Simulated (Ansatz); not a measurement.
## bcc Fe

Level of theory: r²SCAN-D4 (PAW; Ansatz, an electronic-structure program).

Run with plane-wave cutoff 500 eV, 36×36×36 k mesh, Fermi–Dirac smearing 0.1 eV, spin-polarised with parallel moments, scalar-relativistic PAW data made under PBE.

Cell: relaxed at this level.

For bcc Fe, the equilibrium volume per atom is 11.69 Å³/atom and the lattice constant a comes out as 2.859 Å. The magnetic moment per atom (the cell's total over its atoms) is 2.64 μB.

Measured, for comparison: equilibrium volume per atom 11.61 Å³/atom, lattice constant a 2.853 Å (static lattice: zero-point anharmonic expansion removed; as tabulated in Mejia-Rodriguez and Trickey (2018), arXiv:1807.09216). Computed (rounded) less measured: equilibrium volume per atom +0.7 %, lattice constant a +0.2 %.

Moments are spin moments.

The computed numbers hold no vibrational or temperature effects.

Cost on a shared machine: very roughly 6 core-minutes.
